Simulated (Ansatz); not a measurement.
CH2FP (SMILES [H]/P=C/F): the energy, rung by rung

CH2FP has 5 atoms, charge 0, and is taken as a singlet. As SMILES, `[H]/P=C/F`. The shape is that of a GFN2-xTB optimisation.

```xyz
5

F    -0.4582   -1.5441    0.7059
C    -0.2810   -0.3669    0.0905
P     1.1581    0.4689    0.2459
H    -1.1595   -0.0862   -0.4760
H     0.7407    1.5283   -0.5663
```

Each level gives the energy change with the C2–H4 bond stretched from 1.082 to 2.165 Å (eV). The values are calculated.

```csv
level,kind,program,value (eV),less FCI/STO-3G,CPU time (all runs)
SVWN5/STO-3G (restricted),LDA,Ansatz,4.67,+0.59,1.6 s
BLYP/STO-3G (restricted),GGA,Ansatz,4.20,+0.12,2.3 s
r2SCAN/STO-3G (restricted),meta-GGA,Ansatz,4.74,+0.66,5.7 s
B3LYP/STO-3G (restricted),global hybrid,Ansatz,4.86,+0.78,2.4 s
r2SCAN0/STO-3G (restricted),hybrid meta-GGA,Ansatz,5.36,+1.28,5.5 s
CCSDT/STO-3G (restricted),coupled cluster or CI,Ansatz,4.09,+0.01,0.89 s
CCSDTQ/STO-3G (restricted),coupled cluster or CI,Ansatz,4.08,0.00,22 s
FCI/STO-3G,exact in the basis,Ansatz,4.08,0.00,46 s
```

FCI/STO-3G is exact within its basis and frozen core, so for wave-function methods in that basis the difference is their error; functionals converge differently with the basis, so for them it is only a difference. The first shape isn't each level's own minimum. The values span 4.08 to 5.36 eV. All rows use very small basis sets, so even the best lies far from the true value. Times are those of the runs behind each value, whatever else they computed, on shared processors of several kinds: orders of magnitude only.
